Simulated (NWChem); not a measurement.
Molecule: methylamine (CH5N); SMILES CN

Results from NWChem. Coordinates come from a PBE0/def2-SVP optimisation.

### Question
Taking PBE/pcseg-2 as the yardstick, which of these has the fewest basis functions while keeping “highest occupied level (eV)” within 0.05 eV of it: PBE/aug-pcseg-1; PBE/STO-3G; PBE/pcseg-1; PBE/def2-SVP?

### Answer
none of them.
```json
[
 {"level": "PBE/STO-3G", "basis functions": "15", "highest occupied level (eV)": "-1.93"},
 {"level": "PBE/pcseg-1", "basis functions": "53", "highest occupied level (eV)": "-5.08"},
 {"level": "PBE/def2-SVP", "basis functions": "53", "highest occupied level (eV)": "-4.87"},
 {"level": "PBE/aug-pcseg-1", "basis functions": "91", "highest occupied level (eV)": "-5.42"},
 {"level": "PBE/pcseg-2", "basis functions": "130", "highest occupied level (eV)": "-5.35"}
]
```

The yardstick is one finite set, not the basis-set limit.
